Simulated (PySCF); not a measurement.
Rock-salt LiCl: correlation energy from several methods in one and the same small orbital space (PySCF; 2 atoms at the zone centre, 8 electrons in 16 orbitals, empty ones MP2 natural orbitals of a TZ basis, lattice constant set to 4.9857 Å). Its volume lies 9 % below that of the crystal's usual cell. It tests the methods against each other and lies far from the crystal's limit.

Full CI gives -2.3615 eV per atom.

Question: What share of it do MP2, CCSD, CCSD(T), CCSDT, CCSDT(Q), CCSDTQ recover?

Answer: MP2 80.4 %; CCSD 98.4 %; CCSD(T) 99.6 %; CCSDT 99.8 %; CCSDT(Q) 100.0 %; CCSDTQ 100.0 %.

```tsv
method	E_corr (eV per atom)	share of full CI (%)	error (meV)
MP2	-1.8976	80.4	464
CCSD	-2.3226	98.4	39
CCSD(T)	-2.3526	99.6	9
CCSDT	-2.3575	99.8	4
CCSDT(Q)	-2.3607	100.0	1
CCSDTQ	-2.3613	100.0	0
full CI	-2.3615	100.0	0
```

The Hartree–Fock determinant has a weight of 0.92 in the full CI state.

MP2, (T) and (Q) use filled levels shifted down by the Madelung term, which in so small a cell is a large part of the gap, so these rows hang on it.
